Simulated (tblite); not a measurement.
# FH5OSi: the cost of one run

Programs: tblite 0.8.0 and PySCF 2.14.0. All values are calculated, for the isolated system unless a continuum is named. Atoms count from 0, parts from 1.

## Step 1: The system as given

8 atoms, charge 0, multiplicity 1; geometry: rigid parts in contact. Parts: 1 = atoms 0–5, `O[SiH3]`, charge 0; 2 = atoms 6–7, `F`, charge 0.

## Step 2: Search for minima with GFN2-xTB

Job settings and geometry (Å):

```
{"job": {"kind": "dock", "xc": "GFN2-xTB", "basis": "xTB"}, "charge": 0, "multiplicity": 1, "parts": [{"atoms": "0-5", "charge": 0, "multiplicity": 1}, {"atoms": "6-7", "charge": 0, "multiplicity": 1}]}
O      1.118255    -0.316826    -0.379183
Si    -0.427415     0.008261     0.003026
H      1.850956     0.054704     0.103283
H     -0.685513     1.445314    -0.108543
H     -1.140991    -0.773394    -0.992809
H     -0.715293    -0.418060     1.374226
F     -3.167756    -1.347179    -2.773355
H     -2.316278    -1.306998    -2.395414
```

Level: GFN2-xTB search for minima from random contacts, gas phase.

Launch:

```console
$ OMP_NUM_THREADS=1 python cluster_run.py task.json out
```

The driver reads the jobs from task.json and runs them one after another.

Q: Estimate the wall time of this first job on 1 thread of Intel Xeon 6975P-C, shared host.

About 1.7 s.
